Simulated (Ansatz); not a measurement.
A run of Ansatz (development build ahead of 0.2.0) on triplet C₄H₅N at this shape:

```xyz
10

H     0.0000    0.0000    2.1293
N     0.0000    0.0000    1.1187
C     0.0000    1.1245    0.3336
C     0.0000   -1.1245    0.3336
C     0.0000    0.7084   -0.9838
C     0.0000   -0.7084   -0.9838
H     0.0000    2.1129    0.7705
H     0.0000   -2.1129    0.7705
H     0.0000    1.3573   -1.8491
H     0.0000   -1.3573   -1.8491
```

Its results:

```json
{"Converged": "yes", "Total energy": "-209.82428 hartree", "Spin squared of the determinant": "2.005", "Stability test": "minimum"}
```

**Question.** Which input gives this output? Name the method, the orbitals and the basis set, and write the input.

**Answer.** PBE (unrestricted) in pcseg-2.

```yaml
crystal:
  periodic: [false, false, false]
  atoms:
    - { symbol: H, position_ang: [0.0, 0.0, 2.1293] }
    - { symbol: "N", position_ang: [0.0, 0.0, 1.11868] }
    - { symbol: C, position_ang: [0.0, 1.12452, 0.33357] }
    - { symbol: C, position_ang: [0.0, -1.12452, 0.33357] }
    - { symbol: C, position_ang: [0.0, 0.70841, -0.98381] }
    - { symbol: C, position_ang: [0.0, -0.70841, -0.98381] }
    - { symbol: H, position_ang: [0.0, 2.11287, 0.7705] }
    - { symbol: H, position_ang: [0.0, -2.11287, 0.7705] }
    - { symbol: H, position_ang: [0.0, 1.35725, -1.84909] }
    - { symbol: H, position_ang: [0.0, -1.35725, -1.84909] }
basis:
  gaussian: { orbitals: pcseg-2 }
magnetization:
  spin_polarized: true
  initial_magnetization: 2
hamiltonian:
  xc: pbe
```

Caution: other spin multiplicities may lie lower.
